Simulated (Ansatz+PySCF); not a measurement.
Two shapes of singlet C₃H₄.

Shape 1:

```xyz
7

C     0.0000    0.0000   -1.3078
C     0.0000    0.0000    0.0000
C     0.0000    0.0000    1.3078
H     0.0000   -0.9368   -1.8749
H     0.0000    0.9368   -1.8749
H    -0.9368    0.0000    1.8749
H     0.9368    0.0000    1.8749
```

Shape 2:

```xyz
7

C     0.0000    0.0000   -1.4124
C     0.0000    0.0000    0.0000
C     0.0000    0.0000    1.4124
H     0.0000   -1.0117   -2.0249
H     0.0000    1.0117   -2.0249
H    -1.0117    0.0000    2.0249
H     1.0117    0.0000    2.0249
```

Basis set: def2-SVP (spherical functions). Correlated methods keep 3 orbitals frozen. Charge 0, multiplicity 1.

Computed with Ansatz (development build ahead of 0.2.0); each method stands on the lowest determinant of its kind that the runs found.

(1) Which shape is lower in energy, and by how much in each method?

## Answers

(1)

```tsv
method	E(2) − E(1) (eV)
RHF	1.455
UHF	1.175
RHF-MP2	1.012
UHF-MP2	2.048
RHF-CCSD(T)	0.883
```

Shape 1 is lower. Caution for UHF, UHF-MP2: the unrestricted determinant is spin contaminated. Caution for UHF-MP2: a plain start can end on a higher determinant; another reference gives a lower total.
